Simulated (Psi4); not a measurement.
**TPSS/def2-TZVP run of AlH3S (SMILES [AlH2][SH])**

Aim: the energy change on altering one bond length of AlH3S at TPSS/def2-TZVP, from 2 runs. 

The results are computed with Psi4 1.11.

7 further runs of the same task are left out: 6 that didn't finish, 1 set aside as unsound or not needed.

### 1 The molecule

AlH3S: 5 atoms, total charge 0, spin state singlet. SMILES: `[AlH2][SH]`. The coordinates come from a PBE0-D4/def2-TZVP relaxation.

Bond lengths: Al1–S2 2.181 Å, Al1–H3 1.579 Å, Al1–H4 1.581 Å, S2–H5 1.344 Å. Angles: Al1–S2–H5 93.7°, S2–Al1–H3 116.5°, S2–Al1–H4 118.9°, H3–Al1–H4 124.6°.

### 2 Energy and gradient at TPSS/def2-TZVP

Contents of job.py:

```python
import psi4

psi4.set_memory('1600 MB')
psi4.set_num_threads(1)
psi4.core.set_output_file('psi4.out', False)

m = psi4.geometry("""
Al
S 1 2.181183
H 1 1.578613 2 116.54448
H 1 1.58061 3 124.59871 2 179.99456
H 2 1.344008 1 93.71841 3 179.9973
symmetry c1
""")

psi4.set_options({
    'puream': True,
    'e_convergence': 1e-09,
    'd_convergence': 1e-08,
    'scf_type': 'pk',
    'dft_radial_points': 99,
    'dft_spherical_points': 590,
})

E, wfn = psi4.gradient('tpss/def2-TZVP', return_wfn=True)
psi4.oeprop(wfn, 'MULLIKEN_CHARGES', 'QUADRUPOLE', 'DIPOLE', title='TPSS')
print('gradient / Eh bohr^-1')
print(E.np.round(6))
print(f'energy = {wfn.energy():.10f} Eh')
```

Launch:

```bash
$ python job.py
```

psi4.out:

```text
[...]
  Running in c1 symmetry.
[...]
  Nuclear repulsion =   73.814897903616156
[...]
  Multiplicity = 1
[...]
  Nalpha       = 16
  Nbeta        = 16
[...]
    Number of basis functions: 92
[...]
   @RKS iter   1:  -642.41598332140779   -2.83414e-01   5.83120e-03 ADIIS/DIIS
[...]
   @RKS iter  11:  -642.51998707122243   -2.38742e-12   1.61195e-09 DIIS
[...]
    Orbital Energies [Eh]
    ---------------------
    Doubly Occupied:
       1A    -88.350262     2A    -55.627914     3A     -7.732952
       4A     -5.712589     5A     -5.707640     6A     -5.705854
       7A     -3.995340     8A     -2.569802     9A     -2.562067
      10A     -2.559312    11A     -0.671379    12A     -0.398329
      13A     -0.363053    14A     -0.286920    15A     -0.278056
      16A     -0.248790
[...]
  @RKS Final Energy:  -642.51998707122243
   => Energetics <=
    Nuclear Repulsion Energy =             73.8148979036161563
    One-Electron Energy =               -1036.1283189606015185
    Two-Electron Energy =                 365.3120003740431798
    DFT Exchange-Correlation Energy =     -45.5185663882803553
    Empirical Dispersion Energy =           0.0000000000000000
    VV10 Nonlocal Energy =                  0.0000000000000000
    Total Energy =                       -642.5199870712224310
[...]
  -Total Gradient:
     Atom            X                  Y                   Z
    ------   -----------------  -----------------  -----------------
       1        0.000003466152    -0.000107838233     0.003400633310
       2       -0.000000866747    -0.001810322531    -0.003110497300
       3       -0.000001327772     0.000025781750     0.000039976067
       4       -0.000001270138    -0.000057280704     0.000123180411
       5       -0.000000001223     0.001947167084    -0.000454990188
[...]
 Multipole Moments:
 ------------------------------------------------------------------------------------
     Multipole            Electronic (a.u.)      Nuclear  (a.u.)        Total (a.u.)
 ------------------------------------------------------------------------------------
 L = 1.  Multiply by 2.5417464519 to convert [e a0] to [Debye]
 Dipole X            :          0.0002193           -0.0001693            0.0000501
 Dipole Y            :          0.8892957           -1.1903724           -0.3010767
 Dipole Z            :          1.1711119           -1.3679883           -0.1968765
 Magnitude           :                                                    0.3597326
 L = 2.  Multiply by 1.3450342976 to convert [e a0^2] to [Debye ang]
 Quadrupole XX       :        -19.6042110            0.0000001          -19.6042109
 Quadrupole XY       :         -0.0009553            0.0008923           -0.0000630
[...]
  Mulliken Charges: (a.u.)
   Center  Symbol    Alpha    Beta     Spin     Total
       1    AL     6.32280  6.32280  0.00000  0.35440
       2     S     8.16510  8.16510  0.00000 -0.33020
       3     H     0.54695  0.54695  0.00000 -0.09391
       4     H     0.54552  0.54552  0.00000 -0.09104
       5     H     0.41963  0.41963  0.00000  0.16075
   Total alpha = 16.00000, Total beta = 16.00000, Total charge = -0.00000
```

Standard output:

```text
gradient / Eh bohr^-1
[[ 3.000e-06 -1.080e-04  3.401e-03]
 [-1.000e-06 -1.810e-03 -3.110e-03]
 [-1.000e-06  2.600e-05  4.000e-05]
 [-1.000e-06 -5.700e-05  1.230e-04]
 [-0.000e+00  1.947e-03 -4.550e-04]]
energy = -642.5199870712 Eh
```

It took 33 s on 1 thread of Intel Xeon Platinum 8559C (Emerald Rapids), shared host; peak memory 0.88 GiB.

### 3 The distorted shape: a single-point energy at TPSS/def2-TZVP

Contents of alh3s.in:

```
memory 1.6 GB

molecule {
  0 1
  Al     1.93239425     1.20727421    -1.55154830
  S      5.23034428     0.68022960     0.86408861
  H     -3.74487026    -1.22851095     0.66348284
  H      2.26309632     2.64384401    -4.14935480
  H      6.79995080     1.87245781    -0.73764325
  units bohr
  symmetry c1
  no_reorient
  no_com
}

set globals {
  basis                def2-TZVP
  puream               true
  e_convergence        1e-09
  d_convergence        1e-08
  scf_type             pk
  dft_radial_points    99
  dft_spherical_points 590
}

e_tot, wfn = energy("tpss", return_wfn=True)
oeprop(wfn, "MULLIKEN_CHARGES", "MAYER_INDICES", "QUADRUPOLE")
print_variables()
```

Launch:

```bash
$ psi4 alh3s.in alh3s.out -n 1
```

alh3s.out:

```text
[...]
  Running in c1 symmetry.
[...]
  Nuclear repulsion =   70.433047557429987
[...]
  Multiplicity = 1
[...]
  Nalpha       = 16
  Nbeta        = 16
[...]
    Number of basis functions: 92
[...]
   @RKS iter   1:  -642.27042303874055   -2.51950e-01   5.75604e-03 ADIIS/DIIS
[...]
   @RKS iter  17:  -642.37440483168893   -3.01270e-11   3.18729e-09 DIIS
[...]
    Orbital Energies [Eh]
    ---------------------
    Doubly Occupied:
       1A    -88.376742     2A    -55.689971     3A     -7.759032
       4A     -5.738674     5A     -5.734057     6A     -5.731684
       7A     -4.051974     8A     -2.624716     9A     -2.620311
      10A     -2.616511    11A     -0.696060    12A     -0.415022
      13A     -0.383143    14A     -0.304941    15A     -0.271216
      16A     -0.203423
[...]
  @RKS Final Energy:  -642.37440483168893
   => Energetics <=
    Nuclear Repulsion Energy =             70.4330475574299868
    One-Electron Energy =               -1028.2922620202980397
    Two-Electron Energy =                 360.8348927090640359
    DFT Exchange-Correlation Energy =     -45.3500830778848822
    Empirical Dispersion Energy =           0.0000000000000000
    VV10 Nonlocal Energy =                  0.0000000000000000
    Total Energy =                       -642.3744048316889348
[...]
 Multipole Moments:
 ------------------------------------------------------------------------------------
     Multipole            Electronic (a.u.)      Nuclear  (a.u.)        Total (a.u.)
 ------------------------------------------------------------------------------------
 L = 1.  Multiply by 2.5417464519 to convert [e a0] to [Debye]
 Dipole X            :       -112.9409635          114.1248106            1.1838471
 Dipole Y            :        -29.2566950           29.8660292            0.6093342
 Dipole Z            :          9.9130283          -10.5682254           -0.6551971
 Magnitude           :                                                    1.4839358
 L = 2.  Multiply by 1.3450342976 to convert [e a0^2] to [Debye ang]
 Quadrupole XX       :       -573.1909343          551.6329277          -21.5580066
 Quadrupole XY       :       -109.7893948          110.5699554            0.7805606
[...]
  Mulliken Charges: (a.u.)
   Center  Symbol    Alpha    Beta     Spin     Total
       1    AL     6.33492  6.33492  0.00000  0.33017
       2     S     8.13275  8.13275  0.00000 -0.26550
       3     H     0.59281  0.59281  0.00000 -0.18563
       4     H     0.52288  0.52288  0.00000 -0.04576
       5     H     0.41664  0.41664  0.00000  0.16672
   Total alpha = 16.00000, Total beta = 16.00000, Total charge =  0.00000
  Mayer Bond Indices:
[...]
```

Run time: 36 s. Hardware: 1 thread of Intel Xeon Platinum 8559C (Emerald Rapids), shared host; peak memory 0.83 GiB.

### 4 Summary of results

At TPSS/def2-TZVP:

| quantity | value |
| --- | --- |
| first shape: total energy | -642.51999 Eh |
| first shape: dipole moment | 0.91 D |
| first shape: HOMO energy | -6.77 eV |
| first shape: LUMO energy | -1.98 eV |
| first shape: HOMO–LUMO gap | 4.79 eV |
| first shape: largest force on an atom | 0.185 eV/Å |
| distorted shape: total energy | -642.37440 Eh |
| distorted shape: dipole moment | 3.77 D |
| distorted shape: HOMO energy | -5.54 eV |
| distorted shape: LUMO energy | -4.14 eV |
| distorted shape: HOMO–LUMO gap | 1.39 eV |
| energy change with the Al1–H3 bond stretched from 1.579 to 3.473 Å | 3.961 eV |

What this shows: One bond (distorted shape) is far stretched, which a spin-restricted single reference describes badly; a broken-symmetry solution may lie lower. With the Al1–H3 bond stretched from 1.579 to 3.473 Å the energy rises by 3.96 eV (382 kJ/mol). The first shape isn't relaxed at this level, so the change isn't measured from a minimum. A restricted reference can't describe the breaking bond well at this length.
